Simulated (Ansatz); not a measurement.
**How far a parabola holds: energy against volume of rock-salt NaI**

Rock-salt NaI was calculated with LDA (plane waves, PAW; Ansatz, a first-principles code). Run with plane-wave cutoff 520 eV, 10×10×10 k mesh, Fermi–Dirac smearing 0.01 eV, scalar-relativistic PAW data made under PBE. The cell has no free parameter but its volume, all volumes share cutoff and mesh, and the runs aren't spin-polarised. Energies are free energies at the run's smearing, counted from the lowest row; static lattice.

```
V (Å³/atom)  E (meV/atom)
-----------  ------------
28.773                  ?
29.385               3.73
29.997               0.97
30.609               0.00
31.222               0.64
31.834               2.70
```

The 5 complete rows are fitted with a parabola, E against V. With u = V - 30.6, the rows have u = -1.2150, -0.6030, 0.0090, 0.6220, 1.2340. Least squares gives E = 0.004 - 0.4311·u + 2.1440·u². Residuals (row less fit): 0.037, -0.074, 0.000, 0.075, -0.037; standard error 0.083 (degrees of freedom: 2). The fitted curve has its minimum at V = 30.7, where E = -0.02. Its curvature is d²E/dV² = 2 × 2.1440 meV/Å⁶, so B = V0·d²E/dV² × 0.1602 = 21.1 GPa.

Q: What does the fit predict for E at V = 28.773, and how far is the calculated value from it?

A: u = -1.8270, so E = 0.004 - 0.4311 × (-1.8270) + 2.1440 × (-1.8270)² = 7.948 meV/atom. The calculation gives 8.51 meV/atom, 0.562 meV/atom above the prediction (6.6 % of the range of E in the table). The row lies outside the fitted rows, so this is an extrapolation. From the scatter of the fitted rows alone, a prediction at this place has a standard error of 0.196 meV/atom, so the miss is 2.9 times that.

The residuals are curvature that a parabola lacks, not noise. A solid that stiffens under compression and softens on expansion lies above the parabola at the compressed end and under it at the expanded end, as this row does. A third-order Birch-Murnaghan fit to the whole scan has B0 = 20.8 GPa. Only scans are tabulated whose curvature falls smoothly with volume, and where the parabola meets the shown rows within 5 % of their range and misses the end by 0.1 meV or more.

Measured, for comparison: bulk modulus 17.9 GPa (4 K, not corrected to a static lattice; as tabulated in Doll and Stoll (1998), arXiv:cond-mat/9801031). Computed less measured: bulk modulus +16 %.

Spin–orbit coupling is not included.
